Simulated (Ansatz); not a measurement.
# C₅H₁₂S: vertical ionisation energy

Aim: the vertical ionisation energy of C₅H₁₂S, as cation minus neutral at the neutral's geometry, on several levels, and how well −ε(HOMO) stands in for it.

The runs use Ansatz 0.2.0, Gaussian basis; unrestricted cation, the program's frozen cores in correlated methods.

Levels to be run: UKS PBE-D4/def2-TZVPP; UKS r2SCAN-D4/def2-TZVPP; UKS PBE0-D4/def2-TZVPP; UKS B3LYP-D4/def2-TZVPP; UKS wB97X-V/def2-TZVPP; UKS wB97M-V/def2-TZVPP; UKS B2PLYP/def2-TZVPP; UHF-CCSD(T)/def2-TZVPP; UHF-MP2/def2-QZVPP; extrapolation to the limit; then −ε(HOMO) from the neutral's earlier runs with LDA (SPW92), PBE-D4, revPBE-D4, BLYP-D4, r2SCAN-D4, B97M-V, PBE0-D4, B3LYP-D4, r2SCANh-D4, r2SCAN0-D4, HSE06-D4, BHLYP-D4, CAM-B3LYP-D4, LC-ωPBE, ωB97X-V, ωB97M-V.

### 1 The relaxed structure

The geometry comes from an earlier relaxation with PBE0-D4 in a triple-zeta def2 set; it is a stationary point, not always the lowest conformer.

18 atoms, charge 0, spin multiplicity 1.

Atoms are counted from 1 here; the program's logs count them from 0.

Bond lengths: C1–C2 1.517 Å, C1–H7 1.092 Å, C1–H8 1.092 Å, C1–H9 1.092 Å, C2–S3 1.807 Å, C2–H10 1.092 Å, C2–H11 1.092 Å, S3–C4 1.819 Å, C4–C5 1.519 Å, C4–C6 1.519 Å, C4–H12 1.096 Å, C5–H13 1.094 Å, C5–H14 1.091 Å, C5–H15 1.093 Å, C6–H16 1.093 Å, C6–H17 1.091 Å, C6–H18 1.094 Å. Angles: C2–C1–H7 110.3°, C2–C1–H8 111.1°, C2–C1–H9 111.1°, H7–C1–H8 108.1°, H7–C1–H9 108.2°, H8–C1–H9 108.0°, C1–C2–S3 108.8°, C1–C2–H10 110.2°, C1–C2–H11 110.2°, S3–C2–H10 109.7°, S3–C2–H11 109.7°, H10–C2–H11 108.2°, C2–S3–C4 103.0°, S3–C4–C5 112.8°, S3–C4–C6 112.8°, S3–C4–H12 101.2°, C5–C4–C6 112.2°, C5–C4–H12 108.5° and more.

### 2 Cation, UKS PBE-D4/def2-TZVPP

in.yaml reads:

```yaml
crystal:
  periodic: [false, false, false]
  atoms:
    - {symbol: C, position_ang: [1.060728, -0.146841, 2.672635]}
    - {symbol: C, position_ang: [0.560256, 0.237242, 1.292771]}
    - {symbol: S, position_ang: [-0.107333, -1.234602, 0.485251]}
    - {symbol: C, position_ang: [-0.618629, -0.610357, -1.145338]}
    - {symbol: C, position_ang: [0.553095, -0.136250, -1.987871]}
    - {symbol: C, position_ang: [-1.722628, 0.429403, -1.058846]}
    - {symbol: H, position_ang: [1.466699, 0.728218, 3.185326]}
    - {symbol: H, position_ang: [0.253269, -0.554658, 3.284521]}
    - {symbol: H, position_ang: [1.848609, -0.900348, 2.609335]}
    - {symbol: H, position_ang: [-0.218551, 0.999087, 1.372546]}
    - {symbol: H, position_ang: [1.378372, 0.645703, 0.695134]}
    - {symbol: H, position_ang: [-1.029923, -1.518036, -1.600463]}
    - {symbol: H, position_ang: [0.216613, 0.112713, -2.998908]}
    - {symbol: H, position_ang: [1.324654, -0.903982, -2.058293]}
    - {symbol: H, position_ang: [1.005152, 0.764521, -1.565392]}
    - {symbol: H, position_ang: [-1.359468, 1.354275, -0.603960]}
    - {symbol: H, position_ang: [-2.562927, 0.064980, -0.466462]}
    - {symbol: H, position_ang: [-2.085689, 0.680431, -2.060084]}
basis:
  gaussian: {orbitals: def2-TZVPP}
total_charge: 1
magnetization: {spin_polarized: true, initial_magnetization: 1}
hamiltonian: {xc: pbe, dispersion: d4}
```

Run with:

```
$ ansatz run in.yaml --threads 2 --pin off --events-out ev --progress --plain --max-ram 32768MiB --backend cuda --devices 0, --max-vram 18GiB
```

After this run come: Cation, UKS r2SCAN-D4/def2-TZVPP; Cation, UKS PBE0-D4/def2-TZVPP; Cation, UKS B3LYP-D4/def2-TZVPP; Cation, UKS wB97X-V/def2-TZVPP; Cation, UKS wB97M-V/def2-TZVPP; Cation, UKS B2PLYP (frozen core)/def2-TZVPP; Cation, UHF-CCSD(T)/def2-TZVPP; Cation, UHF-MP2/def2-QZVPP.

**Question.** What will the summary of the whole plan be? Wanted: ionisation energy, CCSD(T)/CBS; nearest functional by difference; nearest −ε(HOMO); −ε(HOMO) of PBE; T1 of the cation.

**Answer**, as computed:

```
                        quantity               value
  ionisation energy, CCSD(T)/CBS             8.48 eV
nearest functional by difference  ωB97M-V (-0.14 eV)
                nearest −ε(HOMO)  ωB97X-V (+0.06 eV)
                 −ε(HOMO) of PBE             4.94 eV
                T1 of the cation               0.013
```

By cation minus neutral, the functionals miss by 0.36 eV at most. −ε(HOMO) of PBE misses by 3.5 eV, since self-interaction lifts the level. Among orbital estimates ωB97X-V comes nearest. Hartree-Fock falls 1.26 eV short, as the neutral has more correlation energy than the cation.
